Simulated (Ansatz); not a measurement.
# MgNH (triplet): from Hartree-Fock to the top rungs at distance N1–Mg2 = 2.297 Å, 6-31G

How much of the correlation energy of MgNH (triplet) does each wave-function method recover here?

Program: Ansatz 0.2.0, Gaussian basis. Level of theory: 6-31G, core rule «outside noble gas», up to 6 orbitals frozen. These are calculated values, not measurements.

To be run: UHF; CCSD(T) on ROHF; CCSD(T) on UHF; BCCD(T) on ROHF; CISD as a restricted active space (open shells left free, so some higher excitations enter); CCSDT(Q) on ROHF; CCSDT(Q) on UHF; CISDTQ; CCSDTQ on ROHF; CCSDTQ on UHF; CASSCF and MRCISD+Q, 4 electrons in 4 orbitals; CASSCF and NEVPT2, 4 electrons in 4 orbitals; Full CI.

29 further runs of the same task are left out: 14 for a known fault of the program, 12 that didn't finish, 3 set aside as unsound or not needed. Runs told in other sessions of the task aren't counted.

## 1. The geometry

The geometry derives from a PBE0/def2-TZVP stationary point (not a proven minimum). One bond is set to the value named and the two fragments are kept rigid.

3 atoms, charge 0, spin multiplicity 3.

Atoms are counted from 1 here; the program's logs count them from 0.

Bond lengths: N1–Mg2 2.297 Å, N1–H3 1.011 Å. Angles: Mg2–N1–H3 180.0°.

Geometry (Å):

| atom | x (Å) | y (Å) | z (Å) |
| --- | --- | --- | --- |
| N1 | 0.00000 | 0.00000 | 0.42867 |
| Mg2 | 0.00000 | 0.00000 | -1.86833 |
| H3 | 0.00000 | 0.00000 | 1.43967 |

## 2. UHF

in.yaml

```yaml
crystal:
  periodic: [false, false, false]
  atoms:
    - {symbol: N, position_ang: [0.000000, 0.000000, 0.428667]}
    - {symbol: Mg, position_ang: [0.000000, 0.000000, -1.868333]}
    - {symbol: H, position_ang: [0.000000, 0.000000, 1.439667]}
basis:
  gaussian: {orbitals: 6-31G}
magnetization: {spin_polarized: true, initial_magnetization: 2}
hamiltonian: {xc: hf}
output: {orbitals: {seedname: orbitals}}
```

Command:

```console
$ ansatz run in.yaml --threads 1 --pin off --events-out ev --progress --plain --max-ram 2393MiB
```

After this run come: CCSD(T) on ROHF; CCSD(T) on UHF; BCCD(T) on ROHF; CISD as a restricted active space (open shells left free, so some higher excitations enter); CCSDT(Q) on ROHF; CCSDT(Q) on UHF; CISDTQ; CCSDTQ on ROHF; CCSDTQ on UHF; CASSCF and MRCISD+Q, 4 electrons in 4 orbitals; CASSCF and NEVPT2, 4 electrons in 4 orbitals; Full CI.

Before running them: what should the planned runs give, taken together? Wanted: FCI from the RHF energy; RMP2 from FCI; UMP2 from FCI; RCCSD from FCI; RCCSD(T) from FCI; UCCSD(T) from FCI; RCCSDT(Q) from FCI; UCCSDT(Q) from FCI; NEVPT2 pair from FCI.

**Answer**, as computed:

| quantity | value |
| --- | --- |
| FCI from the ROHF energy | -3.1151 eV |
| RMP2 from FCI | +11.88 kcal/mol |
| UMP2 from FCI | +11.49 kcal/mol |
| RCCSD from FCI | +2.70 kcal/mol |
| RCCSD(T) from FCI | +0.73 kcal/mol |
| UCCSD(T) from FCI | +0.74 kcal/mol |
| RCCSDT(Q) from FCI | -0.02 kcal/mol |
| UCCSDT(Q) from FCI | -0.16 kcal/mol |
| NEVPT2 pair from FCI | +20.50 kcal/mol |
| MRCISD+Q pair from FCI | +3.40 kcal/mol |
| levels within 1 kcal/mol (43 meV) | RCCSD(T), UCCSD(T), BCCD(T), RCCSDT, UCCSDT, CISDTQ, RCCSDT(Q), UCCSDT(Q), RCCSDTQ, UCCSDTQ |
| T1 diagnostic | 0.041 |
| effectively unpaired electrons | 2.05 |

**Reading.** RCCSD(T) misses by +0.73 kcal/mol, 1.0 % of the correlation energy. UCCSDT(Q) falls below full CI: unrestricted runs freeze a spin-polarised core, another one than full CI's, and coupled cluster isn't variational. The occupations are near whole numbers, but T1 = 0.041 shows that the orbitals relax strongly. Of the multireference levels listed MRCISD+Q pair comes nearest in total energy (+3.40 kcal/mol), which doesn't show that its space is the better one. Coupled cluster took another determinant than the lowest Hartree-Fock one. These misses are within one basis, not against nature; the frozen cores of restricted and unrestricted runs differ, which can shift their rows.

Levels on UHF freeze UHF's core orbitals, full CI those of ROHF, so the U rows can settle a little off it for that reason alone.

With open shells the CI space here admits some higher excitations, so it is larger than plain CISD.
